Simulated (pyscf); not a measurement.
`[O]=[CrH](=[O])[F]` + `[FH]` → `[O]=[Cr](=[O])([F])[F]` + `[H][H]`, a four-centre exchange (singlet surface; Cr–H, F–H broken, Cr–F, H–H formed). PySCF, gas phase, ωB97X-D3(BJ)/def2-SVP geometries. Energies in kcal/mol from the separated reactants.

Small-basis levels: PySCF, no dispersion term, spherical d functions. 

### Question
In single points HF/STO-3G puts the saddle at 39.3 kcal/mol and the reaction energy at -42.7 kcal/mol. Should these be trusted to within a few kcal/mol? Compare with ωB97M-D3(BJ)/def2-TZVP.

### Answer
ωB97M-D3(BJ)/def2-TZVP gives ΔE‡ = 22.6 kcal/mol and ΔE = -10.8 kcal/mol. HF/STO-3G lies 16.6 kcal/mol over it in the barrier and 31.9 kcal/mol under it in the reaction energy, so on this step it does not hold to within 3.0 kcal/mol. ωB97M-D3(BJ)/def2-TZVP has limits of its own. At the saddle there is also a short Cr–H contact that neither side keeps. One saddle was located; it need not be the lowest between these sides.
